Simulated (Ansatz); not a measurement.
Geometry optimisation, UKS PBE-D4/def2-SVP (Ansatz).

Input:

```yaml
crystal:
  periodic: [false, false, false]
  atoms:
    - { symbol: C, position_ang: [-0.7189, 0.1607, -0.3364] }
    - { symbol: C, position_ang: [0.5279, 0.1759, -0.6492] }
    - { symbol: "N", position_ang: [0.0913, 0.7816, 0.4825] }
    - { symbol: H, position_ang: [-1.2657, -0.6793, -0.1487] }
    - { symbol: H, position_ang: [1.1015, -0.7476, -0.7264] }
    - { symbol: H, position_ang: [0.3059, 0.2447, 1.3319] }
magnetization:
  spin_polarized: true
basis:
  gaussian: { orbitals: def2-SVP }
hamiltonian:
  xc: pbe
  dispersion: d4
relax:
  f_tol: 0.02
  max_steps: 50
```

Run as:

```bash
$ ansatz run input.yaml --threads 1 --pin off --max-ram 2048MiB --backend cpu --events-out ev --progress --plain --runs-dir out
```

Problem. Where does it end, and by what steps?

Solution. It converged. After 9 steps the energy has fallen by 2.028 eV; H4 moved furthest, 0.56 Å.

```
step  energy less start (eV)  largest force component (eV/Å)  accepted
   0                  0.0000                           7.470       yes
   1                 -0.9865                           2.973       yes
   2                 -1.4338                           2.264       yes
   3                 -1.7325                           1.467       yes
   4                 -1.8739                           1.200       yes
   5                 -1.9607                           1.792       yes
   6                 -2.0250                           0.221       yes
   7                 -2.0274                           0.028       yes
   8                 -2.0275                           0.036       yes
   9                 -2.0275                           0.007       yes
```

```xyz
6
Properties=species:S:1:pos:R:3
C -0.699 -0.207 -0.190
C 0.559 -0.217 -0.482
N 0.136 0.849 0.518
H -1.755 -0.465 -0.306
H 1.452 -0.488 -1.050
H 0.351 0.464 1.464
```

Whether the end is a true minimum wasn't checked by a vibrational analysis.

Run time: 43 s on 1 thread of Intel(R) Xeon(R) Processor @ 2.50GHz (Skylake/Cascade Lake) (shared host), peak memory 0.14 GiB.
